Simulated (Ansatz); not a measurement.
Where CCSD(T) holds and where it slips

Each species is computed at the geometry given (Å), with frozen cores, in Ansatz 0.2.0: RHF-CCSD(T) for singlets, UHF-CCSD(T) otherwise, and full CI in the same basis. The program picks the determinant by trial CCSD, so it needn't be the lowest Hartree–Fock solution. States: AlS Π, HBe–BeH A', HfH2 A1, CP Σ⁺ or Δ, BGe⁺ Σ⁺ or Δ. Cases whose determinant has another symmetry than full CI's state, or whose (Q) step broke down, weren't drawn. No spin–orbit coupling is included; scalar relativity enters only through core potentials past Kr.

Q: Judging by size, spin and bonding and the diagnostics given, rank them by the size of CCSD(T)'s error in total energy against full CI in the same basis, smallest first (an estimate).
A. BGe⁺, singlet, cc-pVDZ: Ge 0.000 0.000 0.000; B 0.000 0.000 3.515. T1 0.055, (T) -175 meV in a correlation energy of -4.17 eV
B. CP, doublet, 6-31G: C 0.000 0.000 0.000; P 0.000 0.000 1.390. T1 0.076, (T) -110 meV in a correlation energy of -3.82 eV
C. AlS, doublet, 6-31G: Al 0.000 0.000 0.000; S 0.000 0.000 5.351. T1 0.018, (T) -10 meV in a correlation energy of -1.45 eV
D. HBe–BeH, singlet, 6-31G: Be -0.355 0.000 1.030; Be 0.078 0.000 -1.030; H -0.078 0.000 2.349; H 0.355 0.000 -2.349. T1 0.011, (T) -23 meV in a correlation energy of -1.81 eV
E. HfH$_{2}$, singlet, def2-SVP: Hf -0.018 0.000 0.000; H 1.573 0.000 -1.061; H 1.573 0.000 1.061. T1 0.027, (T) -107 meV in a correlation energy of -3.18 eV

A: D (14.0 meV), C (24.0 meV), E (35.7 meV), A (47.4 meV), B (60.5 meV).

```tsv
species	basis	correlated electrons	CCSD(T) − full CI (meV)	CCSDT(Q) − full CI (meV)	unpaired electrons (full CI)	T1	⟨S²⟩ of the determinant
HBe–BeH, singlet	6-31G	6	14.0	0.6	0.04	0.011	0.00
AlS, doublet	6-31G	9	24.0	2.2	2.94	0.018	1.74
HfH2, singlet	def2-SVP	6	35.7	-0.4	0.24	0.027	0.00
BGe⁺, singlet	cc-pVDZ	6	47.4	1.3	0.58	0.055	0.00
CP, doublet	6-31G	9	60.5	5.9	1.14	0.076	1.22
```

Unpaired electrons are Σ n²(2−n)² over natural occupations; an open shell counts its own unpaired electrons too. Frozen cores follow each run's orbitals, which moves totals by a few meV. No single determinant describes AlS, doublet well, by full CI's occupations.
